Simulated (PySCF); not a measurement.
Worked example: H2O⁺, doublet against H$_{2}$O, singlet

Geometry (PBE0/def2-TZVP stationary point of a singlet), kept for both states (H2O, singlet: A1; H2O⁺, doublet: B1):

```json
{"atom": "O", "x (Å)": "0.0000", "y (Å)": "-0.0653", "z (Å)": "0.0000"}
{"atom": "H", "x (Å)": "0.0000", "y (Å)": "0.5184", "z (Å)": "-0.7615"}
{"atom": "H", "x (Å)": "0.0000", "y (Å)": "0.5184", "z (Å)": "0.7615"}
```

Basis cc-pVDZ; PySCF 2.14.0. Only valence electrons are correlated (noble-gas cores frozen). R marks a restricted (for open shells ROHF) determinant, U an unrestricted one.

Full CI isn't at hand for all of this; RCCSDT serves as the reference. It lacks quadruple excitations. The frozen core follows each run's orbitals, which can shift R against U totals by a few meV.

```
   level  E(H2O, singlet) (hartree)  E(H2O⁺, doublet) (hartree)
     UHF                 -76.026661                  -75.632232
    UMP2                 -76.228394                  -75.783318
UCCSD(T)                 -76.241007                  -75.802102
     PBE                 -76.333484                  -75.882161
 wB97M-V                 -76.389177                  -75.939598
  RCCSDT                 -76.241169                  -75.802294
```

Give the vertical gap, H2O⁺ doublet less H2O singlet, at each level in eV (1 hartree = 27.2114 eV), and each error against RCCSDT.

RCCSDT: (-75.802294 − (-76.241169)) × 27.2114 = 11.942 eV (the reference)
wB97M-V: (-75.939598 − (-76.389177)) × 27.2114 = 12.234 eV, error 0.292 eV
PBE: (-75.882161 − (-76.333484)) × 27.2114 = 12.281 eV, error 0.339 eV
UCCSD(T): (-75.802102 − (-76.241007)) × 27.2114 = 11.943 eV, error 0.001 eV
UMP2: (-75.783318 − (-76.228394)) × 27.2114 = 12.111 eV, error 0.169 eV
UHF: (-75.632232 − (-76.026661)) × 27.2114 = 10.733 eV, error -1.209 eV

Total energies of functionals can't be set beside those of wave-function methods, since they hold the core's correlation and their own absolute errors; only the differences compare.

In so small a basis the reference is far from its limit while semilocal and hybrid functionals are nearer theirs, so the functionals' errors here hold much of the reference's basis and frozen-core error, which can add to them or hide them.

Each level lands on the state that its own search finds. T1 diagnostics of restricted CCSD: 0.006 and 0.012.
